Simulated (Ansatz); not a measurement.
CH3FS2, SMILES FC(S)S, harmonic frequencies at the relaxed geometry

Run with the Ansatz DFT code, driven from Python.

`freq_ch3fs2.py`:
```python
import itertools

import ansatz as az
from ase import Atoms
from ase.data import atomic_numbers, covalent_radii
from ase.thermochemistry import IdealGasThermo
import numpy as np


def main() -> None:
    atoms = Atoms(["F", "C", "S", "S", "H", "H", "H"], positions=[
        [-0.5928, -1.4287, 0.6273],
        [-0.3626, -0.1814, 0.0559],
        [1.1943, 0.4011, 0.6696],
        [-0.2594, -0.3223, -1.7392],
        [-1.1417, 0.5139, 0.3383],
        [0.9819, 0.0789, 1.9552],
        [0.2415, 0.8706, -1.9529],
    ])
    system = az.Crystal.molecule_from_ase(atoms)

    model = (
        system.calculation()
        .basis(gaussian="6-31G*")
        .functional("pbe0")
    )
    symbols = [site.symbol for site in system.cartesian_sites]
    start = np.array([site.position_ang for site in system.cartesian_sites], dtype=float)
    rep = model.relax(force_tolerance=0.003).run(threads=1, backend="cpu").report
    end = np.array(rep["positions_ang"])

    radius = [covalent_radii[atomic_numbers[s]] for s in symbols]
    span = lambda where, i, j: np.linalg.norm(where[i] - where[j])
    bonded = [(i, j) for i, j in itertools.combinations(range(len(symbols)), 2) if min(span(start, i, j), span(end, i, j)) < 1.2 * (radius[i] + radius[j])]
    print("pair        before    after (A)")
    for i, j in bonded:
        print(f"{symbols[i]}{i}-{symbols[j]}{j}".ljust(10), f"{span(start, i, j):8.4f} {span(end, i, j):8.4f}")
    for first, second in list(itertools.combinations(bonded, 2)):
        shared = set(first) & set(second)
        if shared and symbols[(j := shared.pop())] != "H":
            i, k = sorted((set(first) | set(second)) - {j})
            u, v = end[i] - end[j], end[k] - end[j]
            angle = np.degrees(np.arccos(np.clip(u @ v / np.linalg.norm(u) / np.linalg.norm(v), -1, 1)))
            print(f"final angle {symbols[i]}{i}-{symbols[j]}{j}-{symbols[k]}{k}: {angle:.2f} deg")

    minimum = az.Crystal.molecule()
    for symbol, place in zip(symbols, end):
        minimum = minimum.atom(symbol, place.tolist())
    vibrating = (
        minimum.calculation()
        .basis(gaussian="6-31G*")
        .functional("pbe0")
        .phonons(temperatures=(200, 600, 100))
    )
    vib = vibrating.run(threads=1, backend="cpu").report["vibrations"]
    sums = vib["harmonic_sums"]
    modes = [m["omega_inv_cm"] for m in sums["modes_at_gamma"] if m["rigid_motion"] == "no"]
    for number, w in enumerate(modes, start=1):
        print(f"mode {number:2d} {w:9.1f} 1/cm {w / 8065.544 * 1000:8.2f} meV")
    print("imaginary modes:", sum(w < 0 for w in modes), " zero-point energy:", round(sums["zero_point_energy_ev"], 4), "eV")
    gas = IdealGasThermo(vib_energies=[w / 8065.544 for w in modes if w > 0], geometry="linear" if len(modes) == 3 * len(symbols) - 5 else "nonlinear",
                         atoms=Atoms(symbols, positions=end), symmetrynumber=1, spin=0.0)
    print(f"H(298 K) - E = {gas.get_enthalpy(298.15, verbose=False):.4f} eV")
    print(f"S(298 K, 1 bar) = {96485.33 * gas.get_entropy(298.15, 1e5, verbose=False):.1f} J/(mol K) with symmetry number 1")


if __name__ == "__main__":
    main()
```

Output of `python freq_ch3fs2.py`:
```text
pair        before    after (A)
F0-C1        1.3911   1.3655
C1-S2        1.7720   1.8109
C1-S3        1.8036   1.8236
C1-H4        1.0818   1.0930
S2-H5        1.3423   1.3489
S3-H6        1.3113   1.3457
final angle F0-C1-S2: 111.47 deg
final angle F0-C1-S3: 105.74 deg
final angle F0-C1-H4: 108.07 deg
final angle S2-C1-S3: 110.34 deg
final angle S2-C1-H4: 110.24 deg
final angle C1-S2-H5: 95.67 deg
final angle S3-C1-H4: 110.88 deg
final angle C1-S3-H6: 95.63 deg
mode  1     166.1 1/cm    20.59 meV
mode  2     235.1 1/cm    29.15 meV
mode  3     304.8 1/cm    37.79 meV
mode  4     336.4 1/cm    41.70 meV
mode  5     418.5 1/cm    51.89 meV
mode  6     676.8 1/cm    83.91 meV
mode  7     798.9 1/cm    99.05 meV
mode  8     920.4 1/cm   114.12 meV
mode  9     981.9 1/cm   121.74 meV
mode 10    1126.0 1/cm   139.61 meV
mode 11    1258.6 1/cm   156.05 meV
mode 12    1352.3 1/cm   167.67 meV
mode 13    2709.5 1/cm   335.94 meV
mode 14    2742.0 1/cm   339.97 meV
mode 15    3132.0 1/cm   388.31 meV
imaginary modes: 0  zero-point energy: 1.0637 eV
H(298 K) - E = 1.2357 eV
S(298 K, 1 bar) = 312.6 J/(mol K) with symmetry number 1
```

Caveats:
- The frequencies are harmonic and unscaled, in a modest basis.
- The result belongs to the one conformer reached from this start, and soft torsions count as harmonic oscillators.
- The entropy takes a symmetry number of 1; a symmetric molecule's is lower by R ln(sigma).
- Finished in 110 s on 1 thread of Arm Neoverse V2, with other jobs on the host, peak memory 0.27 GiB.
